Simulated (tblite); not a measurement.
trans-2,3-epoxybutane, C₄H₈O.
Atom-mapped SMILES: `[CH3:1][C@@H:2]1[O:3][C@H:4]1[CH3:5]` (hydrogens: H6, H7, H8 on C1; H9 on C2; H10 on C4; H11, H12, H13 on C5)

A start from a force field or distance geometry was refined with GFN2-xTB geometry optimisation, gas phase (tblite 0.8.0). Values at the start:

| coordinate | start |
| --- | --- |
| C1–C2 | 1.495 Å |
| C1–H6 | 1.094 Å |
| C2–O3 | 1.420 Å |
| C2–C4 | 1.504 Å |
| C2–H9 | 1.094 Å |
| O3–C4 | 1.441 Å |
| C1–C2–O3 | 114.6° |
| C1–C2–C4 | 121.6° |
| C2–O3–C4 | 63.4° |
| O3–C2–C4 | 59.0° |
| C1–C2–O3–C4 | -113° |
| C1–C2–C4–O3 | 102° |

**Question.** How do these coordinates change at the GFN2-xTB level?

**Answer.** 
```
 coordinate  GFN2-xTB (Å or °)  change
      O3–C4              1.402  -0.039
      C2–C4              1.466  -0.038
      C2–O3              1.402  -0.018
      C1–C2              1.507  +0.012
      C1–H6              1.088  -0.006
      C2–H9              1.089  -0.005
   C1–C2–O3              118.1    +3.5
   O3–C2–C4               58.5    -0.5
   C1–C2–C4              122.0    +0.4
   C2–O3–C4               63.0    -0.4
C1–C2–C4–O3                106      +4
C1–C2–O3–C4               -112      +1
```

The energy falls by 12.2 kJ/mol over 26 L-BFGS steps, the largest force on an atom goes from 2.37 to 0.006 eV/Å, and the atoms move by 0.075 Å rms after alignment. Among the bonds, O3–C4 and C2–C4 change most and about equally (-0.039 to -0.038 Å). Bonds longer at the end by more than 0.005 Å: 3 of 13; shorter: 8. Rotational constants go from 12597, 3409, 3100 to 12257, 3458, 3102 MHz.

Hardware: Arm Neoverse N1, one thread, shared host.

Its GFN2-xTB frequencies are all real (lowest 148 cm⁻¹).

These are computed values.
